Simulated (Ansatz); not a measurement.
Wavefunction ladder for C3H2F2 (`FC1(F)C=C1`)

Cartesian coordinates in Å:
```
F -0.101 -0.517 -1.754
C 0.332 -0.298 -0.489
F 1.584 -0.812 -0.427
C -0.558 -0.300 0.642
C -0.064 0.858 0.272
H -1.189 -0.853 1.321
H -0.005 1.922 0.434
```

Charge 0, multiplicity 1. The geometry is a stationary point of PBE0-D4/def2-TZVP. Frozen core, restricted reference, Ansatz. CBS rows extrapolate triple and quadruple zeta; past MP2 they add the triple-zeta difference.

| basis | HF (Eh) | MP2 corr. | CCSD corr. | (T) | CCSD(T) total |
| --- | --- | --- | --- | --- | --- |
| def2-SVP | -313.30006 | -0.74925 | -0.77222 | -0.02216 | -314.09444 |
| def2-TZVPP | -313.68069 | -0.95751 | -0.97051 | -0.03823 | -314.68943 |
| def2-QZVPP | -313.69416 | -1.03664 | – | – | – |
| CBS(def2) | -313.69602 | -1.09525 | -1.10825 | as TZ | -314.84250 |
